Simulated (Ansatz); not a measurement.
Frontier orbitals of C4H5F (`CC#CCF`).

Total charge 0; spin multiplicity 1. Geometry: relaxed with PBE0-D4/def2-TZVP. Basis def2-TZVPP, Ansatz 0.2.0.

| functional | HOMO (eV) | LUMO (eV) |
| --- | --- | --- |
| LC-ωPBE | -10.32 | 2.77 |

Question: Give HOMO and LUMO (eV) with LDA (SPW92), PBE, revPBE, BLYP, r2SCAN, B97M-V, PBE0, B3LYP, r2SCANh, r2SCAN0, HSE06 (plane-wave form), BHLYP, CAM-B3LYP, ωB97X-V, ωB97M-V, HF. (An estimate is asked.)

Answer: The calculation gave: 
```tsv
functional	HOMO	LUMO
LDA (SPW92)	-6.46	-0.83
PBE	-6.32	-0.59
revPBE	-6.26	-0.49
BLYP	-6.19	-0.47
r2SCAN	-6.53	-0.27
B97M-V	-6.55	-0.21
PBE0	-7.56	0.45
B3LYP	-7.34	0.19
r2SCANh	-7.00	0.10
r2SCAN0	-7.70	0.64
HSE06 (plane-wave form)	-7.15	0.07
BHLYP	-8.67	1.52
CAM-B3LYP	-8.93	1.54
ωB97X-V	-9.92	2.67
ωB97M-V	-9.80	2.47
HF	-10.34	3.72
```

B3LYP here is the variant with VWN-RPA as its local correlation; programs differ in this. LC-ωPBE has ω = 0.4 bohr⁻¹. Positive LUMOs are unbound and depend on the basis.
